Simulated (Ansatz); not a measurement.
An Ansatz input:

```yaml
crystal:
  lattice:
    - [3.3186106281, 0.0, 0.0]
    - [-1.659305314, 2.8740011092, 0.0]
    - [0.0, 0.0, 5.1672363674]
  atoms:
    - { symbol: Sc, position: [0.3333333333, 0.6666666667, 0.25], spin: 1.0 }
    - { symbol: Sc, position: [0.6666666667, 0.3333333333, 0.75], spin: 1.0 }
hamiltonian:
  xc: pbe
  pseudopotentials:
    kind: paw
    azcp:
      Sc: "pseudopotentials/Sc.paw.azcp"
basis:
  ecutwfc: 420
  fft_grid_basis: typed
kpoints:
  mp_grid: { grid: [18, 18, 10], shift: [0, 0, 0] }
magnetization:
  spin_polarized: true
scf:
  occupations: { method: fermi_dirac, width: 0.05 }
```

and its output:

```
Engine: ansatz 0.2.0, aarch64-unknown-linux-gnu
Pseudopotentials: kind: paw
Pseudopotential: Sc, paw, valence charge 11, recommended cutoff 420 eV (normal) 
Functional definition: PBE
  parameter kappa = 0.804
  parameter beta = 0.06672455060314922
  exchange = pbe_x(kappa = kappa, mu = beta*pi^2/3)
  correlation = pbe_c(beta = beta)
Crystal: 2 atoms, lattice volume = 49.284 Å³
Basis set: ecut = 420 eV, 965 PW (Γ)
Bands: 16, of which v1, the nominal top of the filled ones, is band 11 counted from 1 (10 counted from 0)
Symmetry: 24 space group operations
Space group: P63/mmc (ITA 194), of the structure as read, at distance tolerance 3.7e-5 Å
Magnetic group: BNS 194.263 (UNI 1493), of the structure as read, at distance tolerance 3.7e-5 Å
k-points: 222 of 3240
Non-local potential: Sc, projectors of the file, l = 0: 3, l = 1: 2, l = 2: 3, l = 3: 1
PAW form: soft (Blöchl's): semilocal exchange-correlation on the pseudo side does not see the compensation charge
PAW one-centre angular grid: Sc, 590 points (default); XC on 64 Gauss nodes
Initial density: superposition of atomic densities (chi_scale 0.1, normalization cell)
Starting moments: Σ|m| = 2 μB on 2 of 2 sites
Initial wavefunctions: pseudopotential atomic-orbital guess
Functional: x = pbe(κ = 0.804, μ = 0.2195149727645171), c = pbe(β = 0.06672455060314922)
iter 1 solved again at ethr=1.58e-3 eV; its pass at ethr=3.10e-3 eV (dr2=3.48e-1 eV) is discarded
SCF iter   1: F=—  HF=-4271.906518 eV  |F-HF|=—  |Δ(HF+E_count)|=         —  Δρ=4.12e-2 (↑4.12e-2 ↓2.34e-2)  dr2=3.48e-1  dr2_m=4.50e-1  M=0.620 μB ∫|m|=0.620 μB  β_m=0.30  ethr=1.58e-3  ⟨swp⟩=1.0  Hψ=38658  notcnv=0
Mixer restart at iter 1: flushing history
SCF iter   2: F=—  HF=-4271.736319 eV  |F-HF|=—  |Δ(HF+E_count)|=   1.70e-1  Δρ=2.88e-2 (↑2.88e-2 ↓1.75e-2)  dr2=1.73e-1  dr2_m=2.29e-1  M=0.593 μB ∫|m|=0.593 μB  β_m=0.65  ethr=1.58e-3  ⟨swp⟩=2.0  Hψ=9336  notcnv=0
SCF iter   3: F=—  HF=-4271.629456 eV  |F-HF|=—  |Δ(HF+E_count)|=   1.07e-1  Δρ=1.64e-3 (↑1.64e-3 ↓1.39e-3)  dr2=1.34e-3  dr2_m=7.49e-4  M=0.479 μB ∫|m|=0.479 μB  β_m=0.72  ethr=7.85e-4  ⟨swp⟩=3.0  Hψ=13283  notcnv=0
SCF iter   4: F=—  HF=-4271.632859 eV  |F-HF|=—  |Δ(HF+E_count)|=   3.40e-3  Δρ=3.62e-4 (↑3.53e-4 ↓3.62e-4)  dr2=6.98e-5  dr2_m=4.29e-5  M=0.441 μB ∫|m|=0.441 μB  β_m=0.79  ethr=6.10e-6  ⟨swp⟩=2.1  Hψ=10817  notcnv=0
SCF iter   5: F=—  HF=-4271.633207 eV  |F-HF|=—  |Δ(HF+E_count)|=   3.48e-4  Δρ=3.86e-4 (↑3.86e-4 ↓3.33e-4)  dr2=5.73e-6  dr2_m=5.64e-5  M=0.416 μB ∫|m|=0.416 μB  β_m=0.90  ethr=3.17e-7  ⟨swp⟩=2.0  Hψ=11658  notcnv=0
SCF iter   6: F=—  HF=-4271.633429 eV  |F-HF|=—  |Δ(HF+E_count)|=   2.22e-4  Δρ=3.80e-4 (↑3.48e-4 ↓3.80e-4)  dr2=2.38e-6  dr2_m=5.95e-5  M=0.385 μB ∫|m|=0.385 μB  β_m=0.90  ethr=2.61e-8  ⟨swp⟩=2.0  Hψ=12292  notcnv=0
SCF iter   7: F=—  HF=-4271.633980 eV  |F-HF|=—  |Δ(HF+E_count)|=   5.51e-4  Δρ=3.10e-4 (↑3.10e-4 ↓2.18e-4)  dr2=1.37e-5  dr2_m=2.82e-5  M=0.288 μB ∫|m|=0.288 μB  β_m=0.87  ethr=1.08e-8  ⟨swp⟩=3.0  Hψ=13802  notcnv=0
SCF iter   8: F=—  HF=-4271.634448 eV  |F-HF|=—  |Δ(HF+E_count)|=   4.68e-4  Δρ=1.25e-4 (↑1.25e-4 ↓1.15e-4)  dr2=1.21e-6  dr2_m=6.15e-6  M=0.142 μB ∫|m|=0.142 μB  β_m=0.93  ethr=1.08e-8  ⟨swp⟩=3.0  Hψ=13909  notcnv=0
SCF iter   9: F=—  HF=-4271.634582 eV  |F-HF|=—  |Δ(HF+E_count)|=   1.35e-4  Δρ=4.01e-5 (↑3.89e-5 ↓4.01e-5)  dr2=8.60e-7  dr2_m=4.09e-7  M=0.032 μB ∫|m|=0.032 μB  β_m=0.97  ethr=5.51e-9  ⟨swp⟩=3.0  Hψ=14018  notcnv=0
SCF iter  10: F=—  HF=-4271.634591 eV  |F-HF|=—  |Δ(HF+E_count)|=   8.37e-6  Δρ=5.57e-6 (↑4.84e-6 ↓5.57e-6)  dr2=2.30e-8  dr2_m=4.95e-9  M=-0.001 μB ∫|m|=0.001 μB  β_m=0.92  ethr=3.91e-9  ⟨swp⟩=3.0  Hψ=13644  notcnv=0
SCF iter  11: F=—  HF=-4271.634591 eV  |F-HF|=—  |Δ(HF+E_count)|=   2.41e-8  Δρ=2.58e-6 (↑1.84e-6 ↓2.58e-6)  dr2=3.00e-9  dr2_m=1.38e-9  M=0.001 μB ∫|m|=0.001 μB  β_m=0.93  ethr=1.04e-10  ⟨swp⟩=2.1  Hψ=12363  notcnv=0
SCF iter  12: F=—  HF=-4271.634591 eV  |F-HF|=—  |Δ(HF+E_count)|=   1.14e-8  Δρ=5.68e-7 (↑5.63e-7 ↓5.68e-7)  dr2=4.96e-11  dr2_m=1.25e-10  M=-0.000 μB ∫|m|=0.000 μB  β_m=0.97  ethr=1.36e-11  ⟨swp⟩=2.7  Hψ=12805  notcnv=0
SCF iter  13: F=-4271.634591 eV  HF=-4271.634591 eV  |F-HF|=4.91e-11  |Δ(HF+E_count)|=   1.49e-9  Δρ=1.76e-7 (↑1.59e-7 ↓1.76e-7)  dr2=1.44e-12  dr2_m=1.22e-11  M=-0.000 μB ∫|m|=0.000 μB  ethr=1.00e-12  ⟨swp⟩=1.0  Hψ=20371  notcnv=0
SCF 1 converged in 13 iterations: F = -4271.634591 eV  dr2 = 1.44e-12
WARN: the starting moments were not kept: the SCF closed with an absolute magnetisation of 1.6e-4 μB, where they sum to 2 μB in size (2 sites). That is at most 0.1 of that sum. Measured as dr2_m measures the in/out step, that magnetisation stands 2.2e-9 eV from none, at or under the dr2_threshold of 1.0e-7 eV: it is no larger than a step whose dr2_m would equal this threshold. The system may hold no moment; this SCF shows only that its start led to no more than that. To try another start: raise the starting moments (crystal.atoms[].spin, magnetization.per_species, magnetization.initial_magnetization, or on a non-collinear deck that types none of these the spinor_matrix: blocks that start its atoms; where the total moment is fixed, keep their sum and leave initial_magnetization as it is; typed ones take the place of any that the run laid by itself, positive ones on a crystal's lanthanoids without a Hubbard term where scf.initial_density.shell_occupations: [] is typed) or, if the notice of its spin-set hold's release reads "site moments contracting" or "site moments show no strong build", lengthen the hold (scf.mixing.spin_hold: { on: { confirm: 4 } }; for m-r²SCAN on two components see the key's manual first). Each may lead to a state that holds a moment. A second SCF, from the converged charge density, with the starting moments and any scf.initial_density.shell_occupations laid on it anew, would have followed, and was not run: the deck does not ask for one (magnetization.retry_lost_moments is false, the default). To let it run, set magnetization.retry_lost_moments: true and run the deck again, where that key's refused combinations let it; where memory then withholds it, that run's warning says so.
SCF converged after 13 iterations
Magnetization: -0.0002 μB (10.9999 up, 11.0001 down)
Absolute magnetization: 0.0002 μB (∫|ρ↑−ρ↓|, with the PAW one-centre terms)
Spin contamination: 0.0000 ħ² per cell (⟨S²⟩ above its minimum at these occupations)
Per-site moments (μB) at R_I (Å): [(-5.1884390723195125e-5, 1.3268235310781227), (-5.1884390722966195e-5, 1.3268235310781227)]
Free energy (F): -4271.634591 eV
Harris-Foulkes:  -4271.634591 eV  (|F-HF|=4.91e-11)
Internal energy: -4271.600512 eV  (E = F + TS)
E sigma→0 (E₀):  -4271.617552 eV
Entropy (-TS):   -0.034078 eV (-17.039 meV/atom)
Fermi energy:    9.257604 eV
--- Per-component energies (eV) ---
  E_band       = -337.459329
  E_kinetic    = 520.570934
  E_local      = -1686.791937  (includes V_loc(G=0)·N_el)
  E_nonlocal   = 166.425441
  E_hartree    = 575.932024
  E_xc         = -208.067396
  E_vxc        = -257.498986  (∫ρ·V_xc dr)
  E_paw        = -1910.931556  (= ΣΔE_a)
  E_vpaw       = -232.028869  (= ΣTr[D̂ρ^β])
  E_aug_tail   = 0.000020  (compensation charges beyond the density's cutoff)
  E_ewald      = -1728.738042
  E_smearing   = -0.034078  (= −TS)
  E_closure    = 0.000000  (closes the sum)
  Σ components = -4271.634591   (vs F -4271.634591, Δ=0.00e0)
```
